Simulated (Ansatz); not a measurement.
## Structure relaxation of FePb

Method: DFT PBE, scalar-relativistic, plane waves, PAW (Ansatz). Cutoff 420 eV, Γ-centred k mesh, Gaussian smearing, collinear spin, first started from parallel moments.

FePb was placed on the zinc blende structure type (F-43m, No. 216), with Fe in place of Zn, Pb in place of S, at a guessed volume.

```yaml
crystal:
  lattice:
    - [0.00000, 2.85652, 2.85652]
    - [2.85652, 0.00000, 2.85652]
    - [2.85652, 2.85652, 0.00000]
  atoms:
    - { symbol: Fe, position: [0.00000, 0.00000, 0.00000] }
    - { symbol: Pb, position: [0.75000, 0.75000, 0.75000] }
```

Cell and atoms relax at zero pressure; the relaxation can't lower the symmetry of the start. After a coarse first stage the cell is made exact in the group found at 0.06 Å.

Formation energies are uncorrected and refer to the elements' standard structures at the same level.

Describe the relaxed structure.

It keeps F-43m (No. 216). The result has the zinc blende structure. Conventional cell: a = 6.166 Å. Fe has 4 Pb at 2.67 Å; Pb is coordinated by 4 Fe at 2.67 Å.

Space group F-43m (No. 216). a = 6.166 Å, b = 6.166 Å, c = 6.166 Å, α = 90.00°, β = 90.00°, γ = 90.00°
| atom | site | symmetry | x | y | z |
| --- | --- | --- | --- | --- | --- |
| Fe | 4a | -43m | 0.0000 | 0.0000 | 0.0000 |
| Pb | 4c | -43m | 0.2500 | 0.2500 | 0.2500 |

What are its volume, energy, gap and moment?

The volume per atom is 29.31 Å³. The density is 7.45 g/cm³, the energy over the elements is 1.18 eV/atom and the gap on the 16×16×16 mesh is 0 eV (a metal). The net moment per atom is 1.36 μB and the largest site moment is 2.83 μB.

The final run used a 16×16×16 mesh on its 2-atom cell and 0.10 eV smearing. The k mesh leaves about 4 meV/atom of noise in metals. Spin–orbit coupling is left out. Symmetry constrained the relaxation, so the result can be a saddle point.

Cost: 3 runs of about 2.1 core-minutes in all, on Arm Neoverse V2 (shared hosts).